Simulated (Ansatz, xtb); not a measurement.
**Relative energy of two isomers of C4H8O2**

Structure X: `CCCC(=O)O`, a singlet. Structure Y: `CC1OCCO1`, a singlet. Both are isolated molecules in the gas phase, relaxed with B3LYP/def2-SVP; the shapes shown needn't be the lowest conformers.

X (Å):

| atom | x (Å) | y (Å) | z (Å) |
| --- | --- | --- | --- |
| C | -2.0925 | 0.5353 | -0.7779 |
| C | -0.9752 | 1.3816 | -0.1685 |
| C | 0.1892 | 0.5412 | 0.3509 |
| C | 1.3102 | 1.3595 | 0.9518 |
| O | 1.3471 | 2.5626 | 1.0269 |
| O | 2.3078 | 0.5744 | 1.4137 |
| H | -2.5158 | -0.1679 | -0.0410 |
| H | -2.9170 | 1.1670 | -1.1439 |
| H | -1.7280 | -0.0623 | -1.6306 |
| H | -1.3699 | 1.9957 | 0.6579 |
| H | -0.5934 | 2.1012 | -0.9115 |
| H | 0.6280 | -0.0798 | -0.4508 |
| H | -0.1428 | -0.1804 | 1.1186 |
| H | 2.9837 | 1.1707 | 1.7792 |

Y (Å):

```xyz
14

C    -2.6001    1.7206   -1.8009
C    -1.3865    1.6736   -0.9039
C    -0.6552    1.0382    1.1142
C    -0.1187    0.0242    0.0855
O    -1.7657    1.6050    0.4489
O    -0.6140    0.5083   -1.1539
H    -3.1884    2.6275   -1.5965
H    -3.2248    0.8340   -1.6182
H    -2.2873    1.7298   -2.8551
H    -0.7418    2.5698   -1.0622
H    -0.9942    0.5835    2.0562
H     0.1044    1.8117    1.3461
H     0.9846   -0.0226    0.0770
H    -0.5079   -0.9937    0.2652
```

Quicker runs give these differences E(Y) − E(X): GFN2-xTB +33.7 kJ/mol; HF/STO-3G −74.0 kJ/mol (at GFN2-xTB geometries); r2SCAN-D4/def2-SVP +130.7 kJ/mol (at GFN2-xTB geometries).

Estimate which is lower in electronic energy at CCSD(T)/def2-SVP + ΔMP2/def2-TZVPP, and by roughly how much.

The CCSD(T)/def2-SVP + ΔMP2/def2-TZVPP calculation puts structure X lower, by 119.5 kJ/mol.

How the difference moves with the method:

```tsv
level	geometry	E(Y) − E(X) (kJ/mol)	departure from the last row (kJ/mol)	job, with rough time for the two
GFN2-xTB	GFN2-xTB	+33.7	−85.7	optimisation, 0.1 s
HF/STO-3G	GFN2-xTB	−74.0	−193.5	single point, 0.28 s
r2SCAN-D4/def2-SVP	GFN2-xTB	+130.7	+11.2	single point, 3.1 s
B3LYP/def2-SVP	B3LYP/def2-SVP	+127.6	+8.1	optimisation, 27 s
HF/def2-SVP	B3LYP/def2-SVP	+127.1	+7.6	part of the CCSD(T) run
MP2/def2-SVP	B3LYP/def2-SVP	+145.7	+26.2	part of the CCSD(T) run
CCSD(T)/def2-SVP	B3LYP/def2-SVP	+135.7	+16.2	single point
CCSD(T)/def2-SVP + ΔMP2/def2-TZVPP	B3LYP/def2-SVP	+119.5		single point, 44 s
```

As drawn, Y has 3 C–O, 1 C–H in place of 1 C–C, 1 C=O, 1 O–H. Structure X has no ring, Y a 5-membered ring.

HF/STO-3G puts the two in the other order. The largest departure from CCSD(T)/def2-SVP + ΔMP2/def2-TZVPP is that of HF/STO-3G, 193.5 kJ/mol. The last row adds to CCSD(T) the change of the MP2 difference between the two basis sets, here −16.2 kJ/mol, a large step that makes the value less sure.

With thermal terms from frequencies at re-optimised GFN2-xTB minima (ideal gas, soft modes damped towards free rotors, one conformer each, 298.15 K, 1 atm): on the last row, ΔE + ΔZPE = +121.1, ΔH = +118.7, ΔG = +124.3 kJ/mol.

The correlated steps freeze 6 core orbitals. Codes used: Ansatz 0.2.0, xtb 6.7.1; the last row on 4 threads of Arm Neoverse V1 on a shared host.
